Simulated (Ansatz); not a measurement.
Debugging a rigid scan of one bond angle of C2H5NO, SMILES C=C(N)O (Ansatz 0.2.0 through its Python package).

The cells in order, each with its output:

**Cell 1**
```python
import warnings

import ansatz
from ase import Atoms

warnings.simplefilter("ignore", ansatz.DeckWarning)

atoms = Atoms(["C", "C", "N", "O", "H", "H", "H", "H", "H"], positions=[
    (0.2874, 1.0606, -0.2715),
    (-0.0724, -0.1126, 0.1724),
    (0.5515, -1.2474, -0.184),
    (-1.0357, -0.3035, 1.0288),
    (1.0742, 1.2422, -0.9805),
    (-0.3134, 2.0061, 0.0084),
    (0.0135, -2.0567, -0.0242),
    (1.0423, -1.2044, -1.0997),
    (-1.459, 0.5693, 1.3332),
])

# start the scan from a relaxed geometry
first = (
    ansatz.Crystal.molecule_from_ase(atoms).calculation()
    .basis(gaussian="cc-pVDZ")
    .functional("PBE0", dispersion="d4")
    .relax(force_tolerance=0.02, max_steps=30)
)
atoms.positions = first.run(threads=1, backend="cpu").report["positions_ang"]

rows = []
for angle in [85, 95, 105, 115, 125, 140, 160]:
    bent = atoms.copy()
    bent.set_angle(1, 3, 8, angle, indices=[8])
    base = (
        ansatz.Crystal.molecule_from_ase(bent).calculation()
        .basis(gaussian="cc-pVDZ")
        .functional("PBE0", dispersion="d4")
    )
    rows.append((angle, base.run(threads=1, backend="cpu").report["energy"]))
floor = min(e for _, e in rows)
for angle, e in rows:
    print(f"angle C1-O3-H8 = {angle:3d} deg   {1000 * (e - floor):9.1f} meV")
```
Output:
```text
Traceback (most recent call last):
  File "<cell 1>", line 38, in <module>
    rows.append((angle, base.run(threads=1, backend="cpu").report["energy"]))
                        ~~~~~~~~~~~~~~~~~~~~~~~~~~~~~~~~~~~~~~~~~^^^^^^^^^^
KeyError: 'energy'
```

What is wrong, and how is it mended?

The fault: the report has no such key (the free energy stands under free_energy_ev). Mended:

```diff
--- before
+++ after
@@
     .functional("PBE0", dispersion="d4")
-    .relax(force_tolerance=0.02, max_steps=30)
+    .relax(force_tolerance=0.02, max_steps=80)
 )
@@
     )
-    rows.append((angle, base.run(threads=1, backend="cpu").report["energy"]))
+    rows.append((angle, base.run(threads=1, backend="cpu").report["free_energy_ev"]))
 floor = min(e for _, e in rows)
```

The cells in order, each with its output:

In [1]:
```python
import warnings

import ansatz
from ase import Atoms

warnings.simplefilter("ignore", ansatz.DeckWarning)

atoms = Atoms(["C", "C", "N", "O", "H", "H", "H", "H", "H"], positions=[
    (0.2874, 1.0606, -0.2715),
    (-0.0724, -0.1126, 0.1724),
    (0.5515, -1.2474, -0.184),
    (-1.0357, -0.3035, 1.0288),
    (1.0742, 1.2422, -0.9805),
    (-0.3134, 2.0061, 0.0084),
    (0.0135, -2.0567, -0.0242),
    (1.0423, -1.2044, -1.0997),
    (-1.459, 0.5693, 1.3332),
])

# start the scan from a relaxed geometry
first = (
    ansatz.Crystal.molecule_from_ase(atoms).calculation()
    .basis(gaussian="cc-pVDZ")
    .functional("PBE0", dispersion="d4")
    .relax(force_tolerance=0.02, max_steps=80)
)
atoms.positions = first.run(threads=1, backend="cpu").report["positions_ang"]

rows = []
for angle in [85, 95, 105, 115, 125, 140, 160]:
    bent = atoms.copy()
    bent.set_angle(1, 3, 8, angle, indices=[8])
    base = (
        ansatz.Crystal.molecule_from_ase(bent).calculation()
        .basis(gaussian="cc-pVDZ")
        .functional("PBE0", dispersion="d4")
    )
    rows.append((angle, base.run(threads=1, backend="cpu").report["free_energy_ev"]))
floor = min(e for _, e in rows)
for angle, e in rows:
    print(f"angle C1-O3-H8 = {angle:3d} deg   {1000 * (e - floor):9.1f} meV")
```
```text
angle C1-O3-H8 =  85 deg       435.2 meV
angle C1-O3-H8 =  95 deg       122.7 meV
angle C1-O3-H8 = 105 deg         0.0 meV
angle C1-O3-H8 = 115 deg        35.9 meV
angle C1-O3-H8 = 125 deg       198.1 meV
angle C1-O3-H8 = 140 deg       595.5 meV
angle C1-O3-H8 = 160 deg      1175.9 meV
```

The scan is rigid, and the energies are electronic, in a modest basis. The zero is the lowest point of the grid, which needn't be the minimum. Finished in 38 s on 1 thread of Intel(R) Xeon(R) Platinum 8488C (Sapphire Rapids) (shared host), peak memory 0.24 GiB.
